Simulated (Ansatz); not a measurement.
A run for Ansatz (an electronic-structure program): R-SVWN5/def2-TZVPPD on F2H2 (a complex). Files ending in .json are basis or fitting sets from the Basis Set Exchange.

Ansatz 0.2 input:
```yaml
crystal:
  periodic: [false, false, false]
  atoms:
    - {symbol: F, position_ang: [1.32373600, -0.09022600, -0.00000700]}
    - {symbol: H, position_ang: [1.74043700, 0.73339000, 0.00001300]}
    - {symbol: F, position_ang: [-1.45719500, 0.01925700, -0.00001100]}
    - {symbol: H, position_ang: [-0.53931000, -0.09466400, 0.00014500]}
basis:
  gaussian:
    orbitals: def2-TZVPPD.json
hamiltonian:
  xc: {name: SVWN5}
scf: {lower_state_search: off}
```

It printed:

```
WARN ansatz: RAYON_NUM_THREADS=1 ignored (pool sized by the plan → 1); use --threads N
Functional definition: SVWN5
these checks for a lower state are left out or cut short: stability, starts, cluster_reference, orbital_swaps, neighbouring_geometries, increment
integrals: 0.02 GiB planned
512 factors; their error is unknown
mean field: 0.22 GiB planned
mean field evaluation 1: about -5431.2854 eV, gradient 4.7e1 eV
mean field evaluation 2: about -5422.0941 eV, gradient 9.5e1 eV
mean field evaluation 4: about -5434.1569 eV, gradient 2.6e0 eV
mean field evaluation 8: about -5434.1635 eV, gradient 1.8e-2 eV
mean field -5434.16345683 eV, -199.7018236301 hartree, gradient 6.1e-6 eV, S^2 0.000000; 0 other end points of the search recorded, 0 dependent functions left out
reference -5434.16350560 eV, -199.7018254226 hartree; 10, 10 occupied and 104, 104 virtual orbitals, 512 factors
Total energy: -5434.16350560 eV, -199.7018254226 hartree
Checks for a lower state left out: stability, starts, cluster_reference, orbital_swaps, neighbouring_geometries, increment
```

Self-consistency was reached.

Cost: roughly 0.5 core-seconds.
